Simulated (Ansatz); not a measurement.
**Worked example: vertical energy of the triplet above the singlet of CS (carbon monosulfide)**

CS has 2 atoms, charge 0, and is taken as a singlet. As SMILES, `[C-]#[S+]`. Geometry: the measured bond length.

```xyz
2

C     0.0000    0.0000    0.0000
S     0.0000    0.0000    1.5349
```

Both states at this one shape; open shells run unrestricted unless said. 1 Eh = 27.2114 eV.

| level | program | singlet CS (Eh) | triplet CS (Eh) |
| --- | --- | --- | --- |
| HF/3-21G | Ansatz | -433.122086 | -433.048034 |
| B3LYP/cc-pVTZ | Ansatz | -436.259316 | -436.136580 |
| r2SCAN0/cc-pVTZ | Ansatz | -436.174352 | -436.064878 |

Task: Work out the vertical gap, second state less first, at each level.

Result: 
1. HF/3-21G: -433.048034 − (-433.122086) = 0.074052 Eh = 2.02 eV.
2. B3LYP/cc-pVTZ: -436.136580 − (-436.259316) = 0.122736 Eh = 3.34 eV.
3. r2SCAN0/cc-pVTZ: -436.064878 − (-436.174352) = 0.109474 Eh = 2.98 eV.

No measured value is set beside it here; the levels span 2.02 to 3.34 eV. Hartree–Fock favours the state with fewer electron pairs, since it lacks pair correlation. The second state is spin-contaminated at HF/3-21G (⟨S²⟩ = 2.38).
